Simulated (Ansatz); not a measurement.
**C₃H₅ClO₂: one species, many methods**

One table from this session's results is given with a row withheld; the runs are named, their logs left out.

Computed with Ansatz 0.2.0, Gaussian basis. Level: functionals in def2-TZVPP, the program's frozen cores in correlated methods.

Plan: PBE-D4, r2SCAN-D4, PBE0-D4, B3LYP-D4, ωB97X-V, ωB97M-V, B2PLYP; CCSD(T)/def2-TZVPP; MP2/def2-QZVPP; extrapolation to the limit.

## The relaxed structure

All runs share one geometry, relaxed beforehand with PBE0-D4 in a triple-zeta def2 set.

11 atoms, charge 0, spin multiplicity 1.

Atoms are counted from 1 here; the program's logs count them from 0.

Bond lengths: C1–C2 1.487 Å, C1–H7 1.094 Å, C1–H8 1.094 Å, C1–H9 1.094 Å, C2–Cl3 1.729 Å, C2–C4 1.336 Å, C4–O5 1.336 Å, C4–O6 1.354 Å, O5–H10 0.963 Å, O6–H11 0.961 Å. Angles: C2–C1–H7 111.1°, C2–C1–H8 112.9°, C2–C1–H9 111.1°, H7–C1–H8 107.0°, H7–C1–H9 107.5°, H8–C1–H9 107.0°, C1–C2–Cl3 115.2°, C1–C2–C4 126.2°, Cl3–C2–C4 118.6°, C2–C4–O5 123.5°, C2–C4–O6 125.4°, O5–C4–O6 111.1°, C4–O5–H10 107.8°, C4–O6–H11 109.8°.

The first run:

The input, in.yaml:

```yaml
crystal:
  periodic: [false, false, false]
  atoms:
    - {symbol: C, position_ang: [-0.522074, -1.078450, 0.935327]}
    - {symbol: C, position_ang: [0.511020, -0.148077, 0.406737]}
    - {symbol: Cl, position_ang: [2.036870, -0.202908, 1.218342]}
    - {symbol: C, position_ang: [0.360419, 0.699666, -0.614797]}
    - {symbol: O, position_ang: [1.330420, 1.509355, -1.050205]}
    - {symbol: O, position_ang: [-0.770818, 0.857955, -1.341843]}
    - {symbol: H, position_ang: [-0.185826, -2.117386, 0.870014]}
    - {symbol: H, position_ang: [-1.470099, -1.015118, 0.392194]}
    - {symbol: H, position_ang: [-0.740555, -0.868719, 1.986518]}
    - {symbol: H, position_ang: [0.973824, 2.030337, -1.777406]}
    - {symbol: H, position_ang: [-1.457881, 0.276447, -1.004482]}
basis:
  gaussian: {orbitals: def2-TZVPP}
hamiltonian: {xc: pbe, dispersion: d4}
output: {forces: true, orbitals: {seedname: orbitals}}
```

Run with:

```bash
> ansatz run in.yaml --threads 4 --pin off --events-out ev --progress --plain --max-ram 10444MiB
```

Steps of the session up to this table: PBE-D4 (GGA); r2SCAN-D4 (meta-GGA); PBE0-D4 (hybrid); B3LYP-D4 (hybrid); ωB97X-V (range-separated); ωB97M-V (range-separated); B2PLYP (double hybrid); CCSD(T) in def2-TZVPP; MP2 in def2-QZVPP.

One table of the session follows, with a row left open; its other results are not shown here.

```
            method  atomisation energy (kJ/mol)
            PBE-D4                       4550.1
         r2SCAN-D4                       4411.4
           PBE0-D4                            ?
          B3LYP-D4                       4369.5
           ωB97X-V                       4386.7
           ωB97M-V                       4401.5
            B2PLYP                       4329.0
     HF/def2-TZVPP                       3027.7
    MP2/def2-TZVPP                       4385.6
   CCSD/def2-TZVPP                       4167.1
CCSD(T)/def2-TZVPP                       4255.1
           MP2/CBS                       4512.2
       CCSD(T)/CBS                       4381.7
```

Q: Estimate the row for PBE0-D4 from the others.

**Answer.** atomisation energy (kJ/mol): 4424.0. In the column «atomisation energy (kJ/mol)» it lies between r2SCAN-D4 (4411.4) and MP2/CBS (4512.2).

Limits of these values: Free atoms (3 C, 1 Cl, 2 O, 5 H) were run apart at each level; the atomisation energy is their sum less the molecule, without zero-point or spin-orbit terms.
